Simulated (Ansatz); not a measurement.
Geometry optimisation, RKS PBE0/def2-SVP in Ansatz.

input.yaml

```yaml
crystal:
  periodic: [false, false, false]
  atoms:
    - { symbol: Al, position_ang: [0.029314, 0.059765, 0.265255] }
    - { symbol: C, position_ang: [-0.005261, 0.254181, 2.222203] }
    - { symbol: H, position_ang: [-0.961067, -0.033769, 2.68758] }
    - { symbol: H, position_ang: [0.812525, -0.279533, 2.73164] }
    - { symbol: H, position_ang: [0.137705, 1.327848, 2.447355] }
    - { symbol: H, position_ang: [1.407149, -0.100471, -0.519101] }
    - { symbol: H, position_ang: [-1.323847, 0.182501, -0.56614] }
    - { symbol: P, position_ang: [-0.351955, -3.287351, 1.124502] }
    - { symbol: H, position_ang: [-0.854553, -2.890422, -0.155506] }
    - { symbol: H, position_ang: [1.016159, -3.177045, 0.727411] }
    - { symbol: H, position_ang: [-0.387369, -1.968204, 1.67] }
basis:
  gaussian: { orbitals: def2-SVP }
hamiltonian:
  xc: pbe0
relax:
  f_tol: 0.03
  max_steps: 50
```

Run as:

```bash
$ ansatz run input.yaml --threads 2 --pin off --max-ram 3072MiB --backend cpu --events-out ev --progress --plain --runs-dir out
```

Q: Where does it end, and by what steps?

A: The run converged. After 8 steps the energy has fallen by 0.098 eV; H6 moved furthest, 0.34 Å.

```json
{"step": "0", "energy less start (eV)": "0.0000", "largest force component (eV/Å)": "0.377", "accepted": "yes"}
{"step": "1", "energy less start (eV)": "-0.0586", "largest force component (eV/Å)": "0.130", "accepted": "yes"}
{"step": "2", "energy less start (eV)": "-0.0760", "largest force component (eV/Å)": "0.114", "accepted": "yes"}
{"step": "3", "energy less start (eV)": "-0.0934", "largest force component (eV/Å)": "0.225", "accepted": "yes"}
{"step": "4", "energy less start (eV)": "-0.0960", "largest force component (eV/Å)": "0.174", "accepted": "yes"}
{"step": "5", "energy less start (eV)": "-0.0976", "largest force component (eV/Å)": "0.090", "accepted": "yes"}
{"step": "6", "energy less start (eV)": "-0.0979", "largest force component (eV/Å)": "0.067", "accepted": "yes"}
{"step": "7", "energy less start (eV)": "-0.0962", "largest force component (eV/Å)": "0.131", "accepted": "no"}
{"step": "8", "energy less start (eV)": "-0.0983", "largest force component (eV/Å)": "0.010", "accepted": "yes"}
```

```xyz
11
Properties=species:S:1:pos:R:3
Al 0.014 -0.118 0.425
C 0.029 0.454 2.302
H -0.916 0.246 2.829
H 0.855 0.014 2.882
H 0.171 1.550 2.335
H 1.386 -0.391 -0.342
H -1.340 -0.080 -0.418
P -0.319 -3.422 0.827
H -0.829 -2.842 -0.374
H 1.036 -3.068 0.547
H -0.567 -2.254 1.623
```

Whether the end is a true minimum wasn't checked by a vibrational analysis.

Time of the run: 15 s on 2 threads of Arm Neoverse V2 (shared host), peak memory 0.17 GiB.
